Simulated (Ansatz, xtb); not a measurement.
Molecule: C₂H₂Cl, charge 0, multiplicity 2. It need not be the lowest isomer of its formula. 
Geometry from a B3LYP-D3(BJ)/def2-TZVP (Ansatz, a quantum-chemistry and plane-wave program) optimisation:
SMILES: C=[C]Cl
```xyz
5

C      0.0924     0.6987    -0.0099
C      1.3520     1.0534    -0.0189
Cl    -0.7322    -0.7609     0.0128
H      2.1572     0.3219    -0.0114
H      1.6238     2.1015    -0.0342
```
Charge 0, spin multiplicity 2.

Harmonic wavenumbers from GFN2-xTB (xtb, at its own minimum), cm⁻¹: 311, 487, 721, 834, 977, 1351, 1723, 2907, 3095.

Question: Give the harmonic wavenumbers at B3LYP-D3(BJ)/def2-TZVP (Ansatz, finite differences of forces, unscaled).

Answer: 357, 533, 708, 871, 1009, 1395, 1678, 3095, 3197 cm⁻¹. Zero-point energy 18.4 kcal/mol.

Question: From these and the geometry, give the ideal-gas thermochemistry at 298.15 K and 1 atm (rigid rotor, harmonic oscillator).

Answer: Point group Cs, rotational symmetry number 1. Rotational constants 112.1, 5.768, 5.486 GHz. S(trans) 38.27, S(rot) 22.03, S(vib) 2.28, S(elec, spin only) 1.38, S 64.0 cal/(mol K). H(298) - H(0) 2.85 kcal/mol; G - E(el) 2.1 kcal/mol.
